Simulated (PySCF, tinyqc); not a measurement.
CISD on RHF in the sto-3g basis, frozen core, for LiH, spin multiplicity 1, step by step. The lowest restricted solution is unstable here: a spin-polarised one lies 0.0827 hartree lower (PySCF). One step of it, computed by the program tinyqc.

Task: Orthogonalisation. S = U s U^T; symmetric (Loewdin) form X = U s^(-1/2) U^T, so that X^T S X = 1.

overlap S:
```
           1Li 1s    1Li 2s   1Li 2px   1Li 2py   1Li 2pz     2H 1s
1Li 1s   1.000000  0.241137  0.000000  0.000000  0.000000  0.001645
1Li 2s   0.241137  1.000000  0.000000  0.000000  0.000000  0.116869
1Li 2px  0.000000  0.000000  1.000000  0.000000  0.000000  0.000000
1Li 2py  0.000000  0.000000  0.000000  1.000000  0.000000  0.000000
1Li 2pz  0.000000  0.000000  0.000000  0.000000  1.000000  0.182735
2H 1s    0.001645  0.116869  0.000000  0.000000  0.182735  1.000000
```

Give: eigenvalues of S; X.

Result:

eigenvalues of S: 0.7156  0.8447  1.0000  1.0000  1.1537  1.2860

X:
```
          1Li 1s   1Li 2s  1Li 2px  1Li 2py  1Li 2pz    2H 1s
1Li 1s    1.0230  -0.1263   0.0000   0.0000  -0.0016   0.0106
1Li 2s   -0.1263   1.0285   0.0000   0.0000   0.0086  -0.0624
1Li 2px   0.0000   0.0000   1.0000   0.0000   0.0000   0.0000
1Li 2py   0.0000   0.0000   0.0000   1.0000   0.0000   0.0000
1Li 2pz  -0.0016   0.0086   0.0000   0.0000   1.0130  -0.0942
2H 1s     0.0106  -0.0624   0.0000   0.0000  -0.0942   1.0185
```
